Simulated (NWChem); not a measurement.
## Basis-set convergence for HLi

```xyz
2

Li     0.0000     0.0000     0.3973
H      0.0000     0.0000    -1.1918
```
Charge 0, spin multiplicity 1.

Program: NWChem. All single points use one geometry, from B3LYP/def2-SVP, a minimum by its harmonic frequencies.

Quantity: vertical ionisation energy at the level ΔMP2 (Δ: difference of total energies, the cation a doublet at the parent's geometry with its hole in an orbital of symmetry a1 (C2v labels); it is the state that the SCF runs reached, from PBE0 orbitals for Hartree-Fock references, and need not be the lowest).

The correlated methods freeze no orbitals. The Pople sets run with spherical d functions. The structure started from a generated list of species. The stability of the SCF solutions was not checked. Open-shell Hartree-Fock references start from PBE0 orbitals.

| basis | functions | vertical ionisation energy (eV) |
|---|---|---|
| STO-3G | 6 | ? |
| 3-21G | 11 | 7.38 |
| pcseg-1 | 14 | 7.55 |
| def2-TZVP | 20 | 7.59 |
| 6-311G** | 24 | 7.65 |
| pcseg-2 | 29 | 7.72 |
| aug-cc-pVDZ | 32 | ? |
| def2-TZVPP | 33 | ? |
| def2-QZVP | 65 | 7.81 |
| cc-pVQZ | 85 | 7.82 |

**Question.** Some entries are withheld; supply them.

**Answer.** 
- STO-3G, vertical ionisation energy (eV): 7.11
- aug-cc-pVDZ, vertical ionisation energy (eV): 7.69
- def2-TZVPP, vertical ionisation energy (eV): 7.74
